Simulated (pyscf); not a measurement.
This saddle point was located with ωB97X-D3(BJ)/def2-SVP in PySCF.

```xyz
15

C     -1.7622    -0.3924    -1.2199
Si    -1.0179     0.9467    -0.1202
C     -1.3592     0.5903     1.7000
H     -2.8539    -0.4578    -1.0799
H     -1.3300    -1.3777    -0.9809
H     -1.5682    -0.1862    -2.2845
H      0.5876     0.9939    -0.3569
H     -1.5949     2.2803    -0.4893
H     -0.9296     1.3726     2.3457
H     -0.9183    -0.3750     1.9975
H     -2.4429     0.5439     1.8978
C      2.1511     0.9515    -0.5570
H      2.5233     1.4120     0.3651
H      2.3568    -0.1198    -0.6618
H      2.2893     1.5465    -1.4666
```
Charge 0, spin multiplicity 2.

Surface: doublet, charge 0. Lowest wavenumbers (cm⁻¹): 1078i, 9, 54, 75, 153.

Question: Name the species on either side of this saddle.

Answer: H₃C–SiH₂–CH₃ + CH₃• <-> H₃C–SiH•–CH₃ + CH₄, a hydrogen abstraction read from left to right: H–Si broken and C–H formed. At ωB97M-D3(BJ)/def2-TZVP it lies +0.39 eV from the left side and +0.99 eV from the right (each side as separated species at their lowest minima found). One saddle was located; it need not be the lowest between these sides. The angle at the transferred H is 177°.
